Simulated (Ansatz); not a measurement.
Relaxing Sb₂As

Method: Ansatz 0.2.0, DFT PBE, scalar-relativistic, plane waves, PAW.

The start puts Sb₂As on the cubic Laves (C15) structure type (Fd-3m, No. 227), with As in place of Mg, Sb in place of Cu, at a guessed volume.

Input of the last, converged step (default PAW datasets):

```yaml
crystal:
  lattice:
    - [0.0, 4.2579925424, 4.2579925424]
    - [4.2579925424, 0.0, 4.2579925424]
    - [4.2579925424, 4.2579925424, 0.0]
  atoms:
    - { symbol: Sb, position: [0.625, 0.625, 0.625] }
    - { symbol: Sb, position: [0.125, 0.625, 0.625] }
    - { symbol: Sb, position: [0.625, 0.625, 0.125] }
    - { symbol: Sb, position: [0.625, 0.125, 0.625] }
    - { symbol: As, position: [0.0, 0.0, 0.0] }
    - { symbol: As, position: [0.25, 0.25, 0.25] }
basis:
  ecutwfc: 420
kpoints:
  mp_grid: { grid: [8, 8, 8] }
hamiltonian:
  xc: pbe
scf:
  occupations: { method: gaussian, width: 0.1 }
output:
  forces: true
  stress: true
  eigenvalues: true
relax:
  adjacent_minimum: "off"
  f_tol: 0.01
  max_steps: 80
  cell: { stress_tol: 0.05 }
```

Launched as:

```bash
ansatz run input.yaml --threads 1 --pin off --max-ram 2560MiB --backend cpu --events-out ev --progress --plain --runs-dir out
```

It took 39 s on 1 thread of Intel(R) Xeon(R) 6975P-C (Granite Rapids), with other jobs on the host, peak memory 0.6 GiB.

End of the output:

```
SCF converged after 6 iterations
Free energy (F): -35646.031437 eV
Harris-Foulkes:  -35646.031437 eV  (|F-HF|=7.28e-12)
Internal energy: -35646.000709 eV  (E = F + TS)
E sigma→0 (E₀):  -35646.016073 eV
Entropy (-TS):   -0.030728 eV (-5.121 meV/atom)
Fermi energy:    10.051229 eV
--- Per-component energies (eV) ---
  E_band       = -1144.648888
  E_kinetic    = 1026.362654
  E_local      = -9471.052795  (includes V_loc(G=0)·N_el)
  E_nonlocal   = 103.911869
  E_hartree    = 4619.544637
  E_xc         = -709.325880
  E_vxc        = -539.321456  (∫ρ·V_xc dr)
  E_paw        = -21965.955459  (= ΣΔE_a)
  E_vpaw       = -1503.638473  (= ΣTr[D̂ρ^β])
  E_aug_tail   = 0.000011  (compensation charges beyond the density's cutoff)
  E_ewald      = -9249.485746
  E_smearing   = -0.030728  (= −TS)
  E_closure    =  0.000000  (closes the sum)
  Σ components = -35646.031437   (vs F -35646.031437, Δ=0.00e0)
--- Forces (eV/Å), atoms counted from 1 ---
  atom   1  Sb     0.00000000     0.00000000     0.00000000
  atom   2  Sb     0.00000000     0.00000000     0.00000000
  atom   3  Sb     0.00000000     0.00000000     0.00000000
  atom   4  Sb     0.00000000     0.00000000     0.00000000
  atom   5  As     0.00000000     0.00000000     0.00000000
  atom   6  As     0.00000000     0.00000000     0.00000000
  max |Σ_I F_I| component: 1.73e-18 eV/Å
--- Stress (GPa, compression-positive) ---
       -0.000483       0.000000       0.000000
        0.000000      -0.000483       0.000000
        0.000000       0.000000      -0.000483
  P = ⅓ Tr σ = -0.0005 GPa (-0.005 kbar)
--- Relaxed structure (4 steps of the walk, 4 accepted, 1 SCFs on fresh bases) ---
  F+E_penalty+E_count = -35646.03143689 eV   max|allowed force component| = 3.500e-18 eV/Å   (the final SCF, on the basis selected at the relaxed cell)
  cell:  # Å, volume = 162.3584 Å³
    - [0.000000, 4.329937, 4.329937]
    - [4.329937, 0.000000, 4.329937]
    - [4.329937, 4.329937, 0.000000]
  atoms:
    - { symbol: Sb, position: [0.625000, 0.625000, 0.625000] }
    - { symbol: Sb, position: [0.125, 0.625000, 0.625000] }
    - { symbol: Sb, position: [0.625000, 0.625000, 0.125] }
    - { symbol: Sb, position: [0.625000, 0.125, 0.625000] }
    - { symbol: As, position: [0.000000, 0.000000, 0.000000] }
    - { symbol: As, position: [0.250000, 0.250000, 0.250000] }
```

Total energies depend on the potentials used, so only differences within one code and one set of settings carry meaning.

The result has space group Fd-3m (No. 227). Sb has 6 Sb at 3.06 Å and 6 As at 3.59 Å; As has 12 Sb at 3.59 Å and 4 As at 3.75 Å.

Against the elements it lies at 0.70 eV/atom. Formation energies are uncorrected and refer to the elements' standard structures at the same level.

The k mesh leaves about 4 meV/atom of noise in metals. Spin–orbit coupling is left out.

Symmetry constrained the relaxation, so the result can be a saddle point.